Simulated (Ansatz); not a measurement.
# SiB₂H₆: how energies converge with the basis set

The task here is to estimate one member of a computed series from the others.

Computed with Ansatz 0.2.0, Gaussian basis. Level: one geometry, several basis sets.

The runs, in order: PBE0-D4/def2-SVP; ωB97M-V/def2-SVP; PBE0-D4/def2-QZVPP; ωB97M-V/def2-QZVPP; the functionals' def2-TZVPP values are taken from earlier runs.

## The relaxed structure

All runs share one geometry, relaxed beforehand with PBE0-D4 in a triple-zeta def2 set.

SMILES `BB[SiH3]`, 9 atoms, charge 0, spin multiplicity 1.

Atoms are counted from 1 here; the program's logs count them from 0.

Bond lengths: B1–B2 1.608 Å, B1–H4 1.201 Å, B1–H5 1.201 Å, B2–Si3 2.026 Å, B2–H6 1.197 Å, Si3–H7 1.490 Å, Si3–H8 1.490 Å, Si3–H9 1.487 Å. Angles: B2–B1–H4 121.8°, B2–B1–H5 121.8°, H4–B1–H5 116.1°, B1–B2–Si3 116.2°, B1–B2–H6 128.7°, Si3–B2–H6 115.0°, B2–Si3–H7 108.6°, B2–Si3–H8 108.5°, B2–Si3–H9 114.8°, H7–Si3–H8 108.5°, H7–Si3–H9 108.1°, H8–Si3–H9 108.1°.

The first run:

File in.yaml:

```yaml
crystal:
  periodic: [false, false, false]
  atoms:
    - {symbol: B, position_ang: [-1.223492, 0.956186, -0.749963]}
    - {symbol: B, position_ang: [0.327521, 0.568608, -0.579942]}
    - {symbol: Si, position_ang: [0.742637, -0.902988, 0.748655]}
    - {symbol: H, position_ang: [-1.939692, 0.375726, -1.519536]}
    - {symbol: H, position_ang: [-1.755695, 1.764263, -0.038719]}
    - {symbol: H, position_ang: [1.280647, 1.033506, -1.134736]}
    - {symbol: H, position_ang: [1.445531, -2.005386, 0.033436]}
    - {symbol: H, position_ang: [1.656729, -0.356483, 1.791138]}
    - {symbol: H, position_ang: [-0.445686, -1.479731, 1.432468]}
basis:
  gaussian: {orbitals: def2-SVP}
hamiltonian: {xc: pbe0, dispersion: d4}
output: {orbitals: {seedname: orbitals}}
```

Run with:

```
$ ansatz run in.yaml --threads 2 --pin off --events-out ev --progress --plain --max-ram 4352MiB
```

Among the steps run: PBE0-D4 in def2-SVP; ωB97M-V in def2-SVP; PBE0-D4 in def2-QZVPP; ωB97M-V in def2-QZVPP.

One table of the session follows, with a row left open; its other results are not shown here.

It belongs to the step «Density functionals: the series». 

```
functional       basis  HOMO (eV)  LUMO (eV)
   PBE0-D4    def2-SVP      -8.02      -2.12
   PBE0-D4  def2-TZVPP      -8.01      -2.17
   PBE0-D4  def2-QZVPP      -8.01      -2.18
   ωB97M-V    def2-SVP     -10.14      -0.06
   ωB97M-V  def2-TZVPP     -10.17      -0.20
   ωB97M-V  def2-QZVPP          ?          ?
```

**Question.** Estimate the row for ωB97M-V, def2-QZVPP.

The run gave: HOMO (eV): -10.17; LUMO (eV): -0.23.
